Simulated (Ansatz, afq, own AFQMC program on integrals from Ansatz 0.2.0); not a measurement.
# BHO⁺, doublet in cc-pVQZ, levels against AFQMC with the constraint released

```xyz
3

B     0.0000    0.0000    1.1655
O     0.0000    0.0000   -0.1066
H     0.0000    0.0000   -1.0588
```

Connectivity, by distances: B–OH.

Basis cc-pVQZ. Noble-gas cores (and the filled d shells of Ga–Kr and In–Xe) are frozen. Integrals, coupled cluster, full CI and functionals: Ansatz 0.2.0; the random walks run on the same integrals in our own AFQMC program. The CISD trial takes its coefficients from CCSD amplitudes. Released means that phaseless walkers are propagated on without the constraint, phases kept. ± is one standard error of the sampling.

Determinant: UHF, the one that the program's search chose, which needn't be the lowest solution. The geometry is a PBE0/def2-TZVP stationary point of this or a neighbouring charge and spin state.

No full CI on the walks' own integrals is used here. The released AFQMC energy serves as the reference, which it does only where one determinant dominates, the energy is flat over the last release times and near the phaseless one (40 meV or 2 meV an electron, half that with transition metals). On small molecules, where full CI could be run and the noise was under 10 meV, such values lay within 10 meV of it in 19 cases of 20, a flattering rate, since the rule was set on those same cases; what remains of the bias isn't in the error bar.

Cautions: the released value is read at 2.40 1/Eh with a noise of 10 meV, more than in the cases checked (meV from the phaseless value at times in 1/Eh: 0 ± 6 at 0.24, -4 ± 4 at 0.51, -17 ± 7 at 0.99, -4 ± 5 at 1.62, -17 ± 10 at 2.40).

* T1 diagnostic: 0.0189
* weight of the determinant in the CISD state: 0.921
* ⟨S²⟩ of the determinant: 0.761
* size of the correlated space: 9 electrons in 138 orbitals

| level | correlation energy (eV) |
| --- | --- |
| MP2 | -8.2754 |
| CCSD | -8.3266 |
| CCSD(T) | -8.6802 |

Task: Estimate where AFQMC with the constraint released lies against CCSD(T) on the same integrals.

Result: 26.2 ± 10.5 meV below CCSD(T).

Reference: AFQMC with the constraint released, correlation energy -8.706 ± 0.010 eV.

```
        level  E − E(reference) (meV)  share of correlation (%)
      CCSD(T)             26.2 ± 10.5                     99.70
ph-AFQMC/CISD             17.4 ± 13.1                     99.80
```

A walk keeps the symmetry of its determinant, which the program's search chose and which needn't be the lowest solution, so a lower state of the same spin and another symmetry isn't excluded. Released energies are given only where the last usable release times agree within the noise; a slower fall can still hide under it.
